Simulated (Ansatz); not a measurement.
# AlO (sextet): from Hartree-Fock to the top rungs, cc-pVDZ

An exercise on one series of results from a longer session: the logs are not shown, and one member is left open.

Computed with Ansatz 0.2.0, Gaussian basis. Level: cc-pVDZ, core rule «outside noble gas», up to 6 orbitals frozen.

Plan: UHF; CCSD(T) on ROHF; CCSD(T) on UHF; BCCD(T) on ROHF; CISD; CCSDT(Q) on ROHF; CCSDT(Q) on UHF; CISDTQ; CCSDTQ on ROHF; CCSDTQ on UHF; Full CI.

13 further runs of the same task are left out: 8 for a known fault of the program, 5 set aside as unsound or not needed.

## What is computed

The geometry is a PBE0/def2-TZVP stationary point (not a proven minimum) of the parent state, kept for this charge and spin.

2 atoms, charge 0, spin multiplicity 6.

Atoms are counted from 1 here; the program's logs count them from 0.

Bond lengths: Al1–O2 1.784 Å.

Coordinates:

```xyz
2
AlO
Al    0.0000    0.0000    0.0000
O     0.0000    0.0000    1.7841
```

The first run:

The input, in.yaml:

```yaml
crystal:
  periodic: [false, false, false]
  atoms:
    - {symbol: Al, position_ang: [0.000000, 0.000000, 0.000000]}
    - {symbol: O, position_ang: [0.000000, 0.000000, 1.784100]}
basis:
  gaussian: {orbitals: cc-pVDZ}
magnetization: {spin_polarized: true, initial_magnetization: 5}
hamiltonian: {xc: hf}
output: {orbitals: {seedname: orbitals}}
```

On the command line:

```sh
ansatz run in.yaml --threads 1 --pin off --events-out ev --progress --plain --max-ram 3328MiB --backend cpu
```

Among the steps run: UHF; CCSD(T) on ROHF; CCSD(T) on UHF; BCCD(T) on ROHF; CISD; CCSDT(Q) on ROHF; CCSDT(Q) on UHF; CISDTQ; CCSDTQ on ROHF; CCSDTQ on UHF; Full CI.

One table of the session follows, with a row left open; its other results are not shown here.

| method | from FCI (meV) |
| --- | --- |
| ROHF | +3903.6 |
| UHF | +3741.0 |
| RMP2 | +617.7 |
| UMP2 | +616.1 |
| CISD | +156.4 |
| RCCSD | +56.8 |
| UCCSD | +53.2 |
| RCCSD(T) | +11.5 |
| UCCSD(T) | +9.3 |
| BCCD(T) | +11.6 |
| RCCSDT | +1.6 |
| UCCSDT | ? |
| CISDTQ | +2.5 |
| RCCSDT(Q) | -0.3 |
| UCCSDT(Q) | -2.5 |
| RCCSDTQ | -0.7 |
| UCCSDTQ | -2.7 |
| FCI | 0 |

**Question.** Estimate the row for UCCSDT.

As computed: from FCI (meV): -0.5. In the column «from FCI (meV)» it lies between RCCSDTQ (-0.7) and RCCSDT(Q) (-0.3).

Limits of these values: UCCSDT(Q), UCCSDTQ fall below full CI: unrestricted runs freeze a spin-polarised core, another one than full CI's, and coupled cluster isn't variational. Levels on UHF freeze UHF's core orbitals, full CI those of ROHF, so the U rows can settle a little off it for that reason alone. Restricted and unrestricted rows rest on different reference determinants; where their highest levels disagree by more than a few hundredths of an eV, they describe different states and don't form one ladder.
